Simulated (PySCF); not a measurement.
Gas-phase reaction: SiCl2F2 + SiO2 → Si2O2 + F2 + Cl2

Energies from PySCF, thermal terms from the rigid-rotor harmonic-oscillator model, ideal gas at 1 bar. † marks an energy on the PBE0/def2-TZVP geometry and frequencies; other levels use their own. MP2 freezes the core. 6-31G* has spherical d functions here. All species are closed-shell singlets. B3LYP is the form with VWN-RPA correlation. Si2O2: computed as isolated molecules; such fragments, hydroxides, amides, oligomers or adducts are transient or little studied in the gas. MP2 isn't extrapolated to the basis-set limit; its ΔH°(298 K) is 1036.7 kJ in def2-SVP and 1067.9 kJ in def2-TZVPP. The harmonic model lacks anharmonicity and excited electronic states, which grow with temperature; levels with a mode under 35 cm⁻¹ are left out.

```tsv
level	ΔE electronic, kJ	ΔH°(298 K), kJ	ΔS°(298 K), J/K	ΔG°(2500 K), kJ
B3LYP/6-31G*	933	923	142	593
BLYP/def2-TZVP†	942	932	141	606
HF/6-31G*	984	974	143	642
MP2/def2-SVP†	1046	1037	141	710
MP2/def2-TZVPP†	1077	1068	141	741
PBE0/def2-QZVP†	979	970	141	643
PBE0/def2-SVP†	956	946	141	620
r2SCAN/def2-TZVP†	1030	1021	141	694
```
ΔH° is lowest at B3LYP/6-31G* and highest at MP2/def2-TZVPP†. No reference value is set beside these.
